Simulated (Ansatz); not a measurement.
Consider the isomerisation: `CC(=N)C=O` → `NC1CC1=O`.

Calculated with Ansatz (gas phase, PBE0-D4/def2-TZVP geometries, no zero-point term in ΔE). CCSD(T)/CBS is the MP2 limit (def2-TZVPP, def2-QZVPP) plus CCSD(T) − MP2 in def2-TZVPP, frozen cores. DFT in def2-TZVPP. B3LYP here is the variant with VWN-RPA as its local correlation; programs differ in this. Each species was taken in one conformer, which may not be the lowest.

`CC(=N)C=O`:

Z-matrix (Å, degrees):
```
C
C 1 1.490
H 1 1.095 2 110.6
H 1 1.095 2 110.7 3 118.1
H 1 1.088 2 110.2 3 -120.9
N 2 1.264 1 122.6 3 120.4
C 2 1.515 1 116.9 3 -59.5
H 6 1.026 2 108.7 1 -180.0
O 7 1.199 2 122.5 1 179.9
H 7 1.110 2 116.3 1 -0.1
```

`NC1CC1=O`:

Z-matrix (Å, degrees):
```
C
C 1 1.553
C 1 1.470 2 58.1
N 1 1.436 2 119.7 3 -112.5
H 1 1.087 2 113.3 3 109.3
H 2 1.085 1 116.2 3 -111.3
H 2 1.088 1 118.9 3 106.1
O 3 1.193 1 148.4 2 -166.0
H 4 1.014 1 110.5 2 38.1
H 4 1.014 1 110.2 2 155.7
```

(1) Is it downhill or uphill in electronic energy at CCSD(T)/CBS, and by how much? (An estimate is asked.)

(2) What do these levels give: B3LYP-D4, r2SCAN0-D4, CAM-B3LYP-D4, ωB97X-V, ωB97M-V, PBE-QIDH, r2SCAN, BHLYP, RPA@PBE/def2-TZVPP, CCSD(T)/def2-SVP, SCS-MP2/def2-QZVPP, MP2/CBS(def2)? (Estimate.)

Largest T1 diagnostic among the species: 0.014.

## Answers

(1) Computed: Uphill: ΔE = +121.7 kJ/mol.

(2) Ansatz gave: B3LYP-D4 121.9, r2SCAN0-D4 104.5, CAM-B3LYP-D4 117.0, ωB97X-V 108.4, ωB97M-V 113.4, PBE-QIDH 104.5, r2SCAN 108.9, BHLYP 121.2, RPA@PBE/def2-TZVPP 130.8, CCSD(T)/def2-SVP 135.4, SCS-MP2/def2-QZVPP 123.3, MP2/CBS(def2) 113.4 kJ/mol.

At CCSD(T), def2-SVP lies +13.7 kJ/mol from the extrapolated value and def2-TZVPP +3.8 kJ/mol. In def2-TZVPP, CCSD(T) changes the Hartree–Fock value by −9.4 kJ/mol (the triples alone add +1.7 kJ/mol) and MP2 by −17.7 kJ/mol.
